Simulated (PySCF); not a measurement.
Atoms are numbered as in `[CH3:1][n:2]1[cH:3][n:4][n:5][cH:6]1` (H(Xn): hydrogen on atom n).

Geometry: PBE0-D3(BJ)/def2-SVP; GIAO shifts from PySCF, gas phase, non-relativistic, averaged over equivalent atoms.

At PBE0/cc-pVTZ (250 basis functions, 23 s wall time on 1 thread of an Arm Neoverse V1, shared host):
```csv
atoms,δ (ppm)
C3/C6,144.0
C1,30.0
N4/N5,368.8
N2,182.7
H(C3)/H(C6),7.84
H(C1),3.56
```

Scale: 13C (187.29 ppm) and 1H (31.29 ppm) vs TMS; 15N (266.77 ppm) vs NH3 (reference shieldings calculated alike).

Q: What do these become at PBE0/IGLO-III?

A: 
```json
{"atoms": "C3/C6", "δ at PBE0/IGLO-III": "148.5", "change": "+4.5"}
{"atoms": "C1", "δ at PBE0/IGLO-III": "30.7", "change": "+0.7"}
{"atoms": "N4/N5", "δ at PBE0/IGLO-III": "373.2", "change": "+4.4"}
{"atoms": "N2", "δ at PBE0/IGLO-III": "183.8", "change": "+1.1"}
{"atoms": "H(C3)/H(C6)", "δ at PBE0/IGLO-III": "7.86", "change": "+0.02"}
{"atoms": "H(C1)", "δ at PBE0/IGLO-III": "3.58", "change": "+0.02"}
```

Chemical shifts δ = σref − σ; TMS for 13C (183.78 ppm), 1H (31.37 ppm); 15N (260.55 ppm) against NH3, all at this level.

The largest change is at C3/C6 (aromatic CH between two ring heteroatoms). Cost: 260 basis functions, 23 s wall time on 1 thread of an Arm Neoverse V1, shared host.

Experimental scales use liquid or dissolved standards, which lie at an offset from isolated NH3 (liquid NH3: subtract about 20 ppm). Unscaled 15N shifts of sp2 nitrogen come out 20 to 40 ppm too high even then.
